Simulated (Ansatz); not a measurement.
**SiPF+ (doublet): the correlation ladder, def2-TZVPP**

The task here is to estimate one member of a computed series from the others.

Computed with Ansatz 0.2.0, Gaussian basis. Level: def2-TZVPP, core rule «outside noble gas», up to 11 orbitals frozen.

Plan: UHF; ROHF; CCSD(T) on UHF.

2 further runs of the same task are left out: 2 set aside as unsound or not needed.

## The system

The geometry is a PBE0/def2-TZVP stationary point (not a proven minimum) of the parent state, kept for this charge and spin.

3 atoms, charge 1, spin multiplicity 2.

Atoms are counted from 1 here; the program's logs count them from 0.

Bond lengths: F1–P2 1.612 Å, P2–Si3 2.219 Å. Angles: F1–P2–Si3 106.4°.

The first run:

File in.yaml:

```yaml
crystal:
  periodic: [false, false, false]
  atoms:
    - {symbol: F, position_ang: [0.000000, -0.674306, 1.490349]}
    - {symbol: P, position_ang: [0.000000, 0.600388, 0.503498]}
    - {symbol: Si, position_ang: [0.000000, -0.205998, -1.563422]}
basis:
  gaussian: {orbitals: def2-TZVPP}
total_charge: 1
magnetization: {spin_polarized: true, initial_magnetization: 1}
hamiltonian: {xc: hf}
output: {orbitals: {seedname: orbitals}}
```

Command:

```console
$ ansatz run in.yaml --threads 1 --pin off --events-out ev --progress --plain --max-ram 4096MiB --backend cpu
```

Steps of the session up to this table: UHF; ROHF; CCSD(T) on UHF.

One of the session's tables, all rows but one given; the rest of the session is left out.

```
  method  from UCCSD(T) (meV)
    ROHF             +13255.6
     UHF             +13057.9
    UMP2              +1553.1
   UCCSD                    ?
UCCSD(T)                    0
```

Estimate the missing values for UCCSD.

**Answer.** from UCCSD(T) (meV): +531.8. In the column «from UCCSD(T) (meV)» it lies between UCCSD(T) (0) and UMP2 (+1553.1).

Caveats from the session: Warnings: spin contamination; coupled cluster took another determinant than the lowest.
